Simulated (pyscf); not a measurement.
Structures and frequencies: ωB97X-D3(BJ)/def2-SVP in PySCF.

Question: PBE/def2-TZVP puts the barrier of `[OH][BH][OH]` + `[SiH4]` -> `[OH][BH][O][SiH3]` + `[H][H]` (four-centre exchange; singlet surface; H–O, H–Si broken, O–Si, H–H formed) at 1.65 eV and the reaction energy at -0.56 eV, from the separated reactants. What do r²SCAN/def2-TZVP, B3LYP-D3(BJ)/def2-TZVP, ωB97M-D3(BJ)/def2-TZVP give on the same structures?

Answer: r²SCAN: ΔE‡ = 1.71 eV, ΔE = -0.69 eV; B3LYP-D3(BJ): ΔE‡ = 1.81 eV, ΔE = -0.69 eV; ωB97M-D3(BJ): ΔE‡ = 1.82 eV, ΔE = -0.66 eV. PBE's barrier lies under all of them, by 0.05 to 0.17 eV. Its reaction energy lies over all of them, by 0.10 to 0.14 eV. The same reactants have a lower exit, to HO–SiH₃ + H₂B–OH (barrier +1.26 eV at ωB97M-D3(BJ)/def2-TZVP, against +1.82 eV here). One saddle was located; it need not be the lowest between these sides.
